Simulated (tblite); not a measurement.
Compound: C4H10N2.
Numbering: `[CH3:1][NH:2][NH:3][CH:4]1[CH2:5][CH2:6]1` (hydrogens: H7, H8, H9 on C1; H10 on N2; H11 on N3; H12 on C4; H13, H14 on C5; H15, H16 on C6)

Computed with GFN2-xTB (tblite), gas phase: nudged elastic band of 9 images (0 to 8), spring 0.2 eV/Å², climbing image at the end, force threshold 0.05 eV/Å. No saddle search or frequency run followed, so the top image need not be a first-order saddle, and its height can exceed the method's true barrier by a kcal/mol or more.

The band describes a rotation about C4–N3 (sp3 carbon bound to nitrogen, hydrazine nitrogen), followed by the dihedral C6–C4–N3–N2, from the optimised start (74°) to a second optimised geometry at -168°.

Question: Give the energy profile along the converged band.

Answer: 
| image | dihedral (°) | E (eV) | C4–N3 (Å) | C6···N2 (Å) | largest true force (eV/Å) |
| --- | --- | --- | --- | --- | --- |
| 0 | 74 | 0.000 | 1.433 | 3.10 | 0.01 |
| 1 | 88 | 0.005 | 1.432 | 3.24 | 0.04 |
| 2 | 101 | 0.020 | 1.435 | 3.37 | 0.04 |
| 3 | 116 | 0.038 | 1.438 | 3.49 | 0.04 |
| 4 | 130 | 0.048 | 1.441 | 3.60 | 0.04 |
| 5 | 145 | 0.037 | 1.441 | 3.68 | 0.04 |
| 6 | 160 | 0.006 | 1.438 | 3.73 | 0.05 |
| 7 | 176 | -0.031 | 1.434 | 3.76 | 0.05 |
| 8 | -168 | -0.051 | 1.431 | 3.75 | 0.01 |

Barriers of this band. The top is image 4 at 130°: 0.048 eV forward and 0.099 eV back; the end lies 0.051 eV below the start. The central bond is 0.008 Å longer at the top than at the start.

Question: What rate follows at 350 K for crossing this barrier forward?

Answer: Taking the electronic barrier for the free energy of activation (no zero-point or entropy terms, transmission 1), rate = (kT/h)·exp(−ΔE/kT) ≈ 2 × 10^12 s⁻¹, whose inverse is 7 × 10^-13 s. An error of 1 kcal/mol in the barrier changes this by a factor of 4, and the method and the loose band can each miss by that much or more. The barrier is only 1.6 kT, where transition-state theory is rough.

Question: How would the two end points share their population at 350 K, from these energies alone?

Answer: exp(−ΔE/kT) with ΔE = 0.051 eV gives 0.18 for the higher one (start) against 1 for the lower, without vibrational, rotational or degeneracy terms. GFN2-xTB can put conformers this close in the wrong order.

Question: How long is the path, and how are the images spaced?

Answer: Cartesian distances between aligned neighbours (all atoms, Å): 0.65, 0.67, 0.68, 0.69, 0.69, 0.71, 0.76, 0.82; the sum is 5.68 Å, and the top lies 47 % of the way along.

The cost below is that of the whole band run. The run took 3.0 s on one thread of an Intel Xeon Platinum 8259CL at 2.50 GHz, no GPU (shared host), and the process peaked at 0.19 GiB of memory.
